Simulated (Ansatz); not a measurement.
# Worked example: H2As–AsH⁺, singlet against H₂As–AsH, doublet

Geometry (PBE0/def2-TZVP stationary point of a doublet), kept for both states (H2As–AsH, doublet: A; H2As–AsH⁺, singlet: A):

```xyz
5

As    0.0449    0.0284    1.2002
As   -0.0206   -0.0401   -1.2193
H    -1.2955    0.7361    1.3538
H    -0.5789   -1.3514    1.3532
H     0.0639    1.4846   -1.2822
```

Basis cc-pVDZ; Ansatz 0.2.0. Only valence electrons are correlated (noble-gas cores and the filled d shells of p-block atoms frozen). Prefix R: restricted or restricted open-shell reference; prefix U: unrestricted. No spin–orbit coupling is included, and no scalar relativity.

Full CI isn't at hand for all of this; UCCSDT(Q) serves as the reference, and is uncertain by about the last step of the cluster series.

Unrestricted rows (U, and Kohn–Sham where it breaks symmetry) aren't spin-pure: their determinants' ⟨S²⟩ exceeds S(S+1) by up to 0.63, so they mix in states of higher spin.

| level | E(H2As–AsH, doublet) (hartree) | E(H2As–AsH⁺, singlet) (hartree) |
| --- | --- | --- |
| UHF | -4470.075972 | -4469.778125 |
| UMP2 | -4470.279685 | -4469.965836 |
| UCCSD(T) | -4470.326792 | -4470.024156 |
| PBE | -4472.793349 | -4472.488862 |
| PBE0 | -4472.927158 | -4472.613506 |
| UCCSDT(Q) | -4470.328308 | -4470.028076 |

Question: Give the vertical gap, H2As–AsH⁺ singlet less H2As–AsH doublet, at each level in eV (1 hartree = 27.2114 eV), and each error against UCCSDT(Q).

Answer: UCCSDT(Q): (-4470.028076 − (-4470.328308)) × 27.2114 = 8.170 eV (the reference)
PBE0: (-4472.613506 − (-4472.927158)) × 27.2114 = 8.535 eV, error 0.365 eV
PBE: (-4472.488862 − (-4472.793349)) × 27.2114 = 8.286 eV, error 0.116 eV
UCCSD(T): (-4470.024156 − (-4470.326792)) × 27.2114 = 8.235 eV, error 0.065 eV
UMP2: (-4469.965836 − (-4470.279685)) × 27.2114 = 8.540 eV, error 0.370 eV
UHF: (-4469.778125 − (-4470.075972)) × 27.2114 = 8.105 eV, error -0.065 eV

Total energies of functionals can't be set beside those of wave-function methods, since they hold the core's correlation and their own absolute errors; only the differences compare.

In so small a basis the reference is far from its limit while semilocal and hybrid functionals are nearer theirs, so the functionals' errors here hold much of the reference's basis and frozen-core error, which can add to them or hide them.

Each level lands on the state that its own search finds. T1 diagnostics of restricted CCSD: 0.018 and 0.041.
